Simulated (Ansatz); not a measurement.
Process, species as SMILES: [NH2] (NH2) → 2 H atom + N atom
B3LYP-D3(BJ)/def2-TZVP geometries, fixed; electronic energies without zero-point terms.

Basis-set convergence of the atomisation energy at HF with Ansatz (a program for electronic structure). Cartesian d functions, on some or all atoms, in 6-31+G*; all else is spherical. Open shells are unrestricted. No added dispersion term, no relativity. Functions are those of the species that has most. Reference: the value in pcseg-4, 117.79 kcal/mol, itself unsure by roughly 0.17 kcal/mol (its mean distance from aug-pcseg-3, aug-cc-pVQZ, cc-pV5Z). Deviations are taken from unrounded values.

| basis | functions |
|---|---|
| pcseg-0 | 13 |
| 6-31+G* | 23 |
| pcseg-1 | 24 |
| 6-311+G** | 34 |
| aug-cc-pVDZ | 41 |
| 6-311++G(2d,2p) | 47 |
| pcseg-2 | 58 |
| jun-cc-pV(T+d)Z | 67 |
| 6-311++G(3df,3pd) | 75 |
| aug-cc-pVTZ | 92 |
| pcseg-3 | 126 |
| aug-cc-pVQZ | 172 |
| pcseg-4 | 223 |

**Question.** Which is the smallest set listed that can be trusted to 2 kcal/mol here, that is, within that of the reference together with its larger relatives (same family, alike in diffuse functions; a set with none to test it counts only in the reference's own line)?

**Answer.** The smallest set listed that lies within 2 kcal/mol of the reference with all its larger relatives (same family, alike in diffuse functions; a set with none counts only in the reference's own line) is 6-311++G(2d,2p) (47 functions, -0.85 kcal/mol off). Value minus reference: pcseg-0 -25.15, 6-31+G* -6.52, pcseg-1 -3.24, 6-311+G** -2.95, aug-cc-pVDZ -2.91, 6-311++G(2d,2p) -0.85, pcseg-2 -0.46, jun-cc-pV(T+d)Z -0.52, 6-311++G(3df,3pd) -0.05, aug-cc-pVTZ -0.43, pcseg-3 0.06, aug-cc-pVQZ -0.17, pcseg-4 0.00 kcal/mol.
